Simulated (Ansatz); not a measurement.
**Worked example: vertical ionisation energy of CHClF2 (difluorochloromethane)**

CHClF2 has 5 atoms, charge 0, and is taken as a singlet. SMILES: `FC(F)Cl`. Geometry: relaxed at PBE0-D4/def2-TZVP.

Both states at this one shape; open shells run unrestricted unless said. 1 Eh = 27.2114 eV.

| level | program | singlet CHClF2 (Eh) | doublet [CHClF2]+ (Eh) |
| --- | --- | --- | --- |
| HSE06/6-311+G** | Ansatz | -698.270938 | -697.811286 |
| PBE-QIDH/6-311+G**, 8 core orbitals frozen | Ansatz | -698.114650 | -697.652510 |
| RPA@PBE0/6-311+G**, 8 core orbitals frozen | Ansatz | -697.832199 | -697.381360 |

Work out the vertical ionisation energy at each level.


1. HSE06/6-311+G**: -697.811286 − (-698.270938) = 0.459652 Eh = 12.51 eV.
2. PBE-QIDH/6-311+G**: -697.652510 − (-698.114650) = 0.462140 Eh = 12.58 eV.
3. RPA@PBE0/6-311+G**: -697.381360 − (-697.832199) = 0.450839 Eh = 12.27 eV.

No measured value is set beside it here; the levels span 12.27 to 12.58 eV.
